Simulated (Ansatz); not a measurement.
For rock-salt SnTe (cubic form, which distorts at low temperature), PBE in Ansatz (PAW) gives:

* **equilibrium lattice constant a**: 6.410 Å
* **formation enthalpy**: -0.308 eV/atom

Problem. What does r²SCAN+rVV10 (plane waves, PAW; Ansatz, an electronic-structure program) give for the same quantities?

Solution. 
- lattice constant a: 6.330 Å (shrinks by 1.2 %)
- formation enthalpy: -0.318 eV/atom (moves by -0.010 eV/atom)

For comparison: lattice constant a 6.316 Å (measured, room temperature, no zero-point or thermal correction; as tabulated in Maiti et al. (2022), arXiv:2109.01420); formation enthalpy -0.315 ± 0.004 eV/atom (measured, 298 K, copied from a table, unchecked, not corrected to a static lattice; as tabulated in Wang et al. (2021), doi:10.1038/s41598-021-94550-5).

Changes are worked out from the printed values.

Unless a cell is named, each level is at its own relaxed cell (PBE 32.92, r²SCAN+rVV10 31.70 Å³/atom).

Levels without +SOC leave out spin–orbit coupling, which shifts energies and cells of such heavy elements.

Caveats: symmetry holds this phase in the static calculation, where it need not be a minimum (PBE, r²SCAN+rVV10). Ansatz's density-functional and Hartree–Fock values are scalar-relativistic unless marked +SOC, with PAW data made under PBE.
